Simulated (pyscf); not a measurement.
Single points on ωB97X-D3(BJ)/def2-SVPD structures (PySCF, gas phase).

Question: Estimate the classical barrier height and the reaction energy of F⁻ (SMILES [F-]) + H₃C–CH₂–I (SMILES CCI) → H₃C–CH₂–F (SMILES CCF) + I⁻ (SMILES [I-]) at ωB97M-D3(BJ)/def2-TZVPD. The step runs on the singlet surface, breaks C–I and forms C–F; take the separated reactants as zero.

Answer: ΔE‡ = -0.72 eV, ΔE = -2.18 eV. Zero-point energy shifts the barrier by 0.00 eV. It is a substitution at C, with an imaginary mode of 391i cm⁻¹. On the reactant side the descent ends in a bound adduct, 0.76 eV under the separated species and 0.13 eV under the saddle at ωB97X-D3(BJ)/def2-TZVPD. On the product side the descent ends in a complex, 0.19 eV under the separated species and 1.59 eV under the saddle at ωB97X-D3(BJ)/def2-TZVPD. At ωB97M-D3(BJ) the saddle lies under the separated reactants, which points to a path from their complex (located at ωB97X-D3(BJ) alone). One saddle was located; it need not be the lowest between these sides. The angle at the attacked C is 165°. Elements past Kr carry the def2 core potentials, without spin-orbit coupling.
